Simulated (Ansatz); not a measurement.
Geometry optimisation, RHF/def2-SVP (Ansatz).

input.yaml

```yaml
crystal:
  periodic: [false, false, false]
  atoms:
    - { symbol: B, position_ang: [0.076238, 0.400202, -0.410496] }
    - { symbol: F, position_ang: [0.02162, 0.110441, 2.105633] }
    - { symbol: "N", position_ang: [1.329862, 0.06051, -0.896313] }
    - { symbol: H, position_ang: [1.528974, -0.831091, -1.292323] }
    - { symbol: H, position_ang: [2.116689, 0.668187, -0.830343] }
    - { symbol: H, position_ang: [-0.850778, -0.345244, -0.528016] }
    - { symbol: H, position_ang: [-0.090033, 1.499115, 0.036461] }
    - { symbol: H, position_ang: [-0.098773, 0.96338, 1.819597] }
basis:
  gaussian: { orbitals: def2-SVP }
hamiltonian:
  xc: hf
relax:
  f_tol: 0.03
  max_steps: 50
output:
  orbitals: {}
```

Launched with:

```bash
$ ansatz run input.yaml --threads 1 --pin off --max-ram 2048MiB --backend cpu --events-out ev --progress --plain --runs-dir out
```

Question: Where does it end, and by what steps?

Answer: It converged. The force dipped under the threshold on the way, but the program's further checks kept it going. After 12 steps the energy has fallen by 0.108 eV; F2 moved furthest, 0.55 Å.

| step | energy less start (eV) | largest force component (eV/Å) | accepted |
| --- | --- | --- | --- |
| 0 | 0.0000 | 0.502 | yes |
| 1 | -0.0756 | 0.692 | yes |
| 2 | -0.0872 | 0.992 | yes |
| 3 | -0.0894 | 1.036 | yes |
| 4 | -0.0668 | 1.674 | no |
| 5 | -0.1034 | 0.160 | yes |
| 6 | -0.1064 | 0.067 | yes |
| 7 | -0.1064 | 0.159 | yes |
| 8 | -0.1072 | 0.169 | yes |
| 9 | -0.1080 | 0.026 | yes |
| 10 | -0.1080 | 0.128 | yes |
| 11 | -0.1084 | 0.037 | yes |
| 12 | -0.1085 | 0.023 | yes |

```xyz
8
Properties=species:S:1:pos:R:3
B 0.115 0.380 -0.527
F -0.058 0.281 2.624
N 1.361 0.051 -1.034
H 1.543 -0.807 -1.513
H 2.165 0.636 -0.935
H -0.814 -0.364 -0.665
H -0.023 1.435 0.043
H -0.255 0.913 2.010
```

Time of the run: 4.8 s on 1 thread of AMD EPYC 9R45 96-Core Processor (Zen 5), with other jobs on the host, peak memory 0.14 GiB.
